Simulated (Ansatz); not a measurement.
Volume per atom (Å³/atom) of solids drawn from the class of elemental solids other than molecular ones, at two levels: PBE (Ansatz, a quantum-chemistry and plane-wave program, plane waves, PAW), and LDA in Ansatz (plane waves, PAW).

```csv
solid,PBE,LDA,shift (%)
hcp Ru,13.77,13.09,-4.9
hcp Tl,31.43,27.29,-13.2
α-phase Ga,20.29,18.36,-9.5
hcp Zr,23.39,21.78,-6.9
hcp Hf,22.53,20.83,-7.5
white tin (β-Sn),28.41,26.17,-7.9
hcp Zn,15.24,13.62,-10.6
hcp Lu,29.10,25.99,-10.7
hcp Mg,22.95,21.61,-5.8
hcp Os,14.28,13.70,-4.1
```

The shifts run from -13.2 % to -4.1 %, with a median of -7.7 %.

Of 10 rows, LDA is the larger in 0 and the smaller in 10.

Ansatz's runs of these crystals have no spin polarisation.

Spin–orbit coupling is left out, also for the solids with elements from indium on (hcp Tl, hcp Hf, white tin (β-Sn), hcp Lu, hcp Os); its size isn't shown.

Caveats: the cell is over a tenth larger than the published one: the level's own overestimate first of all, though another phase or state, or a fault of the published cell, is possible (PBE: hcp Tl). Ansatz's density-functional and Hartree–Fock values are scalar-relativistic unless marked +SOC, with PAW data made under PBE.
